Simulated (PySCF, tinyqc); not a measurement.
Worked calculation: FCI on RHF in the sto-6g basis, for OH-, spin multiplicity 1. The basis has no diffuse functions, so it cannot describe the extra electron: this is an exercise in the method, not the real anion. The lowest restricted solution is unstable here: a spin-polarised one lies 0.0217 hartree lower (PySCF). One step of it, computed by the program tinyqc.

Problem. FCI: roots. Diagonalise (each vector has its largest component positive (the first on a tie)); all determinants have Ms = 0, so triplets appear too. The lowest singlet root is the correlation energy.

Occupation strings over the orbitals (2 doubly, a alpha, b beta, 0 empty; spin orbitals ordered 1a 1b 2a 2b ...): 222220 2222ab 2a222b a2222b 2222ba 2b222a b2222a 222202 2a22b2 a222b2 222022 220222 2b22a2 202222 ab2222 b222a2 ba2222 022222

H - E(HF) between determinants (hartree):
```
           222220     2222ab     2a222b     a2222b     2222ba     2b222a     b2222a     222202
222220   0.000000   0.000000   0.000000   0.000000   0.000000   0.000000   0.000000   0.173804
2222ab   0.000000   0.253598   0.012079  -0.007612  -0.173804   0.005173   0.003844   0.242223
2a222b   0.000000   0.012079   0.820091   0.040362   0.005173  -0.133923  -0.029062   0.046083
a2222b   0.000000  -0.007612   0.040362  19.715488   0.003844  -0.029062  -0.023219   0.000861
2222ba   0.000000  -0.173804   0.005173   0.003844   0.253598   0.012079  -0.007612  -0.242223
2b222a   0.000000   0.005173  -0.133923  -0.029062   0.012079   0.820091   0.040362  -0.046083
b2222a   0.000000   0.003844  -0.029062  -0.023219  -0.007612   0.040362  19.715488  -0.000861
222202   0.173804   0.242223   0.046083   0.000861  -0.242223  -0.046083  -0.000861   0.863052
2a22b2   0.005173  -0.046083   0.063753  -0.004537   0.023958  -0.068043  -0.013455  -0.064701
a222b2   0.003844  -0.000861  -0.004537   0.181170   0.003294  -0.015078  -0.009141   0.010607
222022   0.039432  -0.017616  -0.012753  -0.003187   0.017616   0.012753   0.003187   0.011138
220222   0.039432  -0.017616  -0.012753  -0.003187   0.017616   0.012753   0.003187   0.011138
2b22a2  -0.005173   0.023958  -0.068043  -0.013455  -0.046083   0.063753  -0.004537   0.064701
202222   0.133923  -0.068043   0.023113   0.002752   0.068043  -0.023113  -0.002752   0.048293
ab2222  -0.029062   0.013455  -0.002752   0.007983  -0.015078   0.008464  -0.006950  -0.006366
b222a2  -0.003844   0.003294  -0.015078  -0.009141  -0.000861  -0.004537   0.181170  -0.010607
ba2222   0.029062  -0.015078   0.008464  -0.006950   0.013455  -0.002752   0.007983   0.006366
022222   0.023219  -0.009141  -0.006950   0.051625   0.009141   0.006950  -0.051625   0.005557

           2a22b2     a222b2     222022     220222     2b22a2     202222     ab2222     b222a2
222220   0.005173   0.003844   0.039432   0.039432  -0.005173   0.133923  -0.029062  -0.003844
2222ab  -0.046083  -0.000861  -0.017616  -0.017616   0.023958  -0.068043   0.013455   0.003294
2a222b   0.063753  -0.004537  -0.012753  -0.012753  -0.068043   0.023113  -0.002752  -0.015078
a2222b  -0.004537   0.181170  -0.003187  -0.003187  -0.013455   0.002752   0.007983  -0.009141
2222ba   0.023958   0.003294   0.017616   0.017616  -0.046083   0.068043  -0.015078  -0.000861
2b222a  -0.068043  -0.015078   0.012753   0.012753   0.063753  -0.023113   0.008464  -0.004537
b2222a  -0.013455  -0.009141   0.003187   0.003187  -0.004537  -0.002752  -0.006950   0.181170
222202  -0.064701   0.010607   0.011138   0.011138   0.064701   0.048293  -0.006366  -0.010607
2a22b2   0.994838   0.049084   0.016334   0.016334  -0.048293   0.022887   0.002367  -0.006366
a222b2   0.049084  19.681136   0.003739   0.003739  -0.006366  -0.002367  -0.060830  -0.005557
222022   0.016334   0.003739   0.209550   0.047461  -0.016334   0.170469  -0.035659  -0.003739
220222   0.016334   0.003739   0.047461   0.209550  -0.016334   0.170469  -0.035659  -0.003739
2b22a2  -0.048293  -0.006366  -0.016334  -0.016334   0.994838  -0.022887   0.009533   0.049084
202222   0.022887  -0.002367   0.170469   0.170469  -0.022887   1.731466  -0.029078   0.002367
ab2222   0.002367  -0.060830  -0.035659  -0.035659   0.009533  -0.029078  20.693379   0.009457
b222a2  -0.006366  -0.005557  -0.003739  -0.003739   0.049084   0.002367   0.009457  19.681136
ba2222   0.009533   0.009457   0.035659   0.035659   0.002367   0.029078  -0.078052  -0.060830
022222   0.009457  -0.044580   0.026611   0.026611  -0.009457   0.078052   0.429671   0.044580

           ba2222     022222
222220   0.029062   0.023219
2222ab  -0.015078  -0.009141
2a222b   0.008464  -0.006950
a2222b  -0.006950   0.051625
2222ba   0.013455   0.009141
2b222a  -0.002752   0.006950
b2222a   0.007983  -0.051625
222202   0.006366   0.005557
2a22b2   0.009533   0.009457
a222b2   0.009457  -0.044580
222022   0.035659   0.026611
220222   0.035659   0.026611
2b22a2   0.002367  -0.009457
202222   0.029078   0.078052
ab2222  -0.078052   0.429671
b222a2  -0.060830   0.044580
ba2222  20.693379  -0.429671
022222  -0.429671  42.963414
```

Give: lowest roots of this matrix, relative to E(HF); lowest vectors; <S^2> of these roots; weight of the ground state by excitation level 0, 1, 2, ....

Solution.

lowest roots of this matrix, relative to E(HF) (hartree): [-0.055, 0.079, 0.162, 0.201, 0.265, 0.687, 0.811, 0.947]

lowest vectors, order 222220, 2222ab, 2a222b, a2222b, 2222ba, 2b222a, b2222a, 222202, 2a22b2, a222b2, 222022, 220222, 2b22a2, 202222, ab2222, b222a2, ba2222, 022222:
$$\begin{pmatrix}
0.954 & 0.000 & 0.000 & -0.043 \\
0.104 & 0.707 & 0.000 & 0.322 \\
0.010 & -0.020 & 0.000 & 0.039 \\
0.000 & 0.000 & 0.000 & 0.000 \\
-0.104 & 0.707 & 0.000 & -0.322 \\
-0.010 & -0.020 & 0.000 & -0.039 \\
0.000 & 0.000 & 0.000 & 0.000 \\
-0.234 & 0.000 & 0.000 & -0.247 \\
-0.010 & 0.018 & 0.000 & -0.019 \\
0.000 & 0.000 & 0.000 & 0.000 \\
-0.075 & 0.000 & 0.707 & 0.599 \\
-0.075 & 0.000 & -0.707 & 0.599 \\
0.010 & 0.018 & 0.000 & 0.019 \\
-0.043 & 0.000 & 0.000 & -0.094 \\
0.001 & 0.000 & 0.000 & 0.001 \\
0.000 & 0.000 & 0.000 & 0.000 \\
-0.001 & 0.000 & 0.000 & -0.001 \\
0.000 & 0.000 & 0.000 & 0.000
\end{pmatrix}$$

<S^2> of these roots: [0.000, 2.000, 0.000, 0.000, 0.000, 2.000, 0.000, 2.000]

weight of the ground state by excitation level 0, 1, 2, ...: [0.910, 0.022, 0.068]
